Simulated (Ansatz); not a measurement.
One change: `CC1=C(O)C1` becomes `CC1=C(F)C1`.

Ansatz, PBE0-D4/def2-TZVP geometries, multiplicity 1. Each molecule was computed in one conformer, which needn't be the lowest.

| property | `CC1=C(O)C1` |
| --- | --- |
| HOMO–LUMO gap (PBE/def2-TZVPP) / eV | 4.77 |
| LUMO energy (B3LYP/def2-TZVPP) / eV | 0.28 |
| HOMO energy (B3LYP/def2-TZVPP) / eV | -5.95 |
| size of the dipole moment (ωB97M-V/def2-TZVPP) / D | 2.12 |
| LUMO energy (PBE0/def2-TZVPP) / eV | 0.67 |
| size of the dipole moment (PBE/def2-TZVPP) / D | 2.08 |

Question: Give the same properties after the change, and the shifts. (Estimate.)

Answer: Computed: 
| property | `CC1=C(F)C1` | shift |
| --- | --- | --- |
| HOMO–LUMO gap (PBE/def2-TZVPP) / eV | 5.55 | 0.78 |
| LUMO energy (B3LYP/def2-TZVPP) / eV | 0.70 | 0.42 |
| HOMO energy (B3LYP/def2-TZVPP) / eV | -6.67 | -0.72 |
| size of the dipole moment (ωB97M-V/def2-TZVPP) / D | 1.70 | -0.42 |
| LUMO energy (PBE0/def2-TZVPP) / eV | 0.97 | 0.30 |
| size of the dipole moment (PBE/def2-TZVPP) / D | 1.61 | -0.47 |

With PBE0 the HOMO falls by 0.72 eV and the LUMO rises by 0.30 eV, so the gap widens by about 1.02 eV. PBE moves the HOMO by -0.68 eV and ωB97M-V by -0.74 eV. Dipoles are sizes alone; their direction can turn.

B3LYP here is the variant with VWN-RPA as its local correlation; programs differ in this.
